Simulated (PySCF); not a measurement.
Mapped SMILES: `[C-:1]#[N+:2][C:3]#[C:4][C:5]#[CH:6]`. Hydrogens are named by the atom that carries them.

Geometry: PBE0-D3(BJ)/def2-TZVP; GIAO absolute shieldings from PySCF, gas phase, non-relativistic, averaged over equivalent atoms.

At PBE0/pcSseg-2 (230 basis functions, 30 s wall time on 1 thread of an Arm Neoverse N1, shared host):
| atoms | σ (ppm) |
| --- | --- |
| C1 | -5.5 |
| C5 | 112.0 |
| C6 | 112.2 |
| C3 | 128.5 |
| C4 | 139.6 |
| N2 | 83.6 |
| H(C6) | 30.18 |

**Question.** Estimate the result of repeating the calculation with wB97X-D/pcSseg-2.

**Answer.** 
```json
{"atoms": "C1", "σ at wB97X-D/pcSseg-2": "-5.2", "change": "+0.3"}
{"atoms": "C5", "σ at wB97X-D/pcSseg-2": "111.9", "change": "-0.1"}
{"atoms": "C6", "σ at wB97X-D/pcSseg-2": "111.7", "change": "-0.5"}
{"atoms": "C3", "σ at wB97X-D/pcSseg-2": "127.1", "change": "-1.4"}
{"atoms": "C4", "σ at wB97X-D/pcSseg-2": "139.5", "change": "-0.1"}
{"atoms": "N2", "σ at wB97X-D/pcSseg-2": "82.4", "change": "-1.2"}
{"atoms": "H(C6)", "σ at wB97X-D/pcSseg-2": "30.20", "change": "+0.02"}
```

The largest change is at C3 (alkyne carbon). Cost: 230 basis functions, 34 s wall time on 1 thread of an Arm Neoverse N1, shared host. The order of the carbon signals changes between the two levels.
